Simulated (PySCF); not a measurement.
nitrogen trifluoride: calculation against experiment

**The experiment to reproduce.**

NIST CCCBDB Release 22 (SRD 101), experimental dipoles lists, for the gas: dipole moment (microwave Stark effect) 0.235 D.

From NIST CCCBDB Release 22 (SRD 101), experimental polarizabilities, for the gas: mean polarisability 2.81 Å³.

The runs below try to reproduce these values; the comparison stands at the end.

Species: nitrogen trifluoride, NF3.
Numbering: `[F:1][N:2]([F:3])[F:4]`

Cartesian coordinates in Å at the PBE0-D3(BJ)/def2-SVP level; atoms count from 1:
```
atom  x, y, z in Å
F1    -0.5514    1.0728   -0.1658
N2     0.0076   -0.0031    0.4329
F3    -0.6444   -1.0331   -0.1513
F4     1.2262   -0.0619   -0.1488
```

The PySCF runs (gas phase, on this PBE0-D3(BJ)/def2-SVP geometry; no spin–orbit coupling):

```tsv
level	job	basis functions	wall time
PBE0-D3(BJ)/def2-SVP, grid level 1	geometry optimisation from a GFN2-xTB start shaken at random	56	4.7 s
B3LYP/def2-SVPD	6 singlets by full TDDFT, polarisability, dynamic polarisability	89	3.7 s
BHandHLYP/aug-pcX-1 (pcseg-1 on H)	K-edge TDA, 24 lines	132	2.6 s
```

Hardware: one thread of an Arm Neoverse V1, shared host.

## Comparison

**Dipole moment.** Measured: 0.235 D (NIST CCCBDB Release 22 (SRD 101), experimental dipoles).

```
               level  computed (D)  computed − measured (D)
PBE0-D3(BJ)/def2-SVP         0.057                   -0.178
     B3LYP/def2-SVPD         0.133                   -0.102
 BHandHLYP/aug-pcX-1         0.228                   -0.007
```

Closest is BHandHLYP/aug-pcX-1 (-0.007 D), furthest PBE0-D3(BJ)/def2-SVP (-0.178 D); one molecule doesn't rank methods. All 3 levels lie below the measurement. The computed dipoles belong to one fixed geometry; measured ones are averaged over vibrations unless marked μe. Magnitudes are compared, not signs.

**Mean polarisability.** Measured: 2.81 Å³ (NIST CCCBDB Release 22 (SRD 101), experimental polarizabilities).

```json
{"level": "B3LYP/def2-SVPD", "computed (Å³)": "2.66", "computed − measured (Å³)": "-0.15", "% (from the printed values)": "-5"}
```

The computed values are static and purely electronic, with core orbitals frozen in the response (1 au = 0.148185 Å³). The table of measured values doesn't say here whether a value is static or optical, or holds a vibrational part.

No measured geometry was used, and the causes of the misses weren't examined.
